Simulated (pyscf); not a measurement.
Four-centre exchange: H₂N–Hf(NH₂)(Cl)–Cl (SMILES [NH2][Hf]([NH2])([Cl])[Cl]) + HO–SiH₃ (SMILES O[SiH3]) -> H₂N–Hf(Cl)(Cl)–NH–SiH₂–OH (SMILES [NH2][Hf]([Cl])([Cl])[NH][SiH2]O) + H₂ (SMILES [H][H])

Gas phase, singlet surface, charge 0. Bonds broken: N1–H6, Si11–H13. Bonds formed: N1–Si11, H6–H13. Structures and frequencies: ωB97X-D3(BJ)/def2-SVP in PySCF.

Transition state (Å):

```xyz
15

N     -1.3043    -0.3859     0.1005
Hf    -0.2516     1.3962    -0.3304
N      0.5798     2.0367     1.3744
Cl    -1.8854     3.0085    -0.8142
Cl     1.1936     1.1690    -2.1793
H     -1.1476    -0.5784     1.3190
H     -2.1847    -0.7166    -0.2953
H      1.1793     1.4903     1.9906
H      0.4446     2.9652     1.7729
O      0.1838    -3.0437     0.9343
Si     0.1343    -1.5200     0.2772
H      0.0118    -3.0421     1.8838
H     -0.4197    -1.0228     2.0544
H      1.1262    -0.3800     0.4916
H      0.4416    -1.8951    -1.1330
```

One imaginary mode, 1581i cm⁻¹; descent along it reached the two sides named, in the forms told below.

| bond | change | reactant side (Å) | saddle | product side |
|---|---|---|---|---|
| N1–H6 | breaks | 1.018 | 1.244 | 3.7 |
| Si11–H13 | breaks | 1.487 | 1.927 | 4.1 |
| N1–Si11 | forms | 2.8 | 1.840 | 1.714 |
| H6–H13 | forms | 2.543 | 1.126 | 0.762 |

Electronic energies relative to the separated reactants (eV):

```json
[
 {"level": "ωB97X-D3(BJ)/def2-TZVP", "barrier": "1.43", "reaction energy": "-1.16", "reverse barrier": "2.58"},
 {"level": "PBE/def2-TZVP", "barrier": "1.50", "reaction energy": "-0.68", "reverse barrier": "2.18"},
 {"level": "r²SCAN/def2-TZVP", "barrier": "1.49", "reaction energy": "-0.92", "reverse barrier": "2.41"},
 {"level": "B3LYP-D3(BJ)/def2-TZVP", "barrier": "1.66", "reaction energy": "-0.87", "reverse barrier": "2.53"},
 {"level": "PBE0-D3(BJ)/def2-TZVP", "barrier": "1.46", "reaction energy": "-0.87", "reverse barrier": "2.32"},
 {"level": "M06-2X/def2-TZVP", "barrier": "1.62", "reaction energy": "-1.11", "reverse barrier": "2.73"},
 {"level": "ωB97M-D3(BJ)/def2-TZVP", "barrier": "1.63", "reaction energy": "-0.90", "reverse barrier": "2.53"},
 {"level": "HF/def2-TZVP", "barrier": "2.79", "reaction energy": "-0.66", "reverse barrier": "3.45"}
]
```

With ωB97M-D3(BJ)/def2-TZVP energies and thermal terms (ideal gas, 1 atm, RRHO with modes under 100 cm⁻¹ raised to 100, one conformer, R ln 2 for chiral ones without a mode under 150 cm⁻¹), in eV:

| T (K) | ΔH‡ | ΔG‡ | ΔH | ΔG |
|---|---|---|---|---|
| 298 | 1.58 | 2.19 | -1.00 | -0.75 |
| 600 | 1.57 | 2.82 | -0.95 | -0.52 |
| 900 | 1.60 | 3.43 | -0.91 | -0.31 |
| 1200 | 1.63 | 4.04 | -0.88 | -0.11 |

On the reactant side the descent ends in an adduct with a H–Hf contact (not fully relaxed), 0.32 eV under the separated species and 1.75 eV under the saddle at ωB97X-D3(BJ)/def2-TZVP. On the product side the descent ends in an adduct with a Hf–Si contact, 0.28 eV over the separated species and 2.31 eV under the saddle at ωB97X-D3(BJ)/def2-TZVP. At the saddle there is also a short H–Si contact that neither side keeps. H₂N–Hf(Cl)(Cl)–NH–SiH₂–OH is closed by a dative Hf–Si, Hf–O contact. This is the saddle that the search found; another between the same sides may lie lower. Elements past Kr carry the def2 core potentials, without spin-orbit coupling.
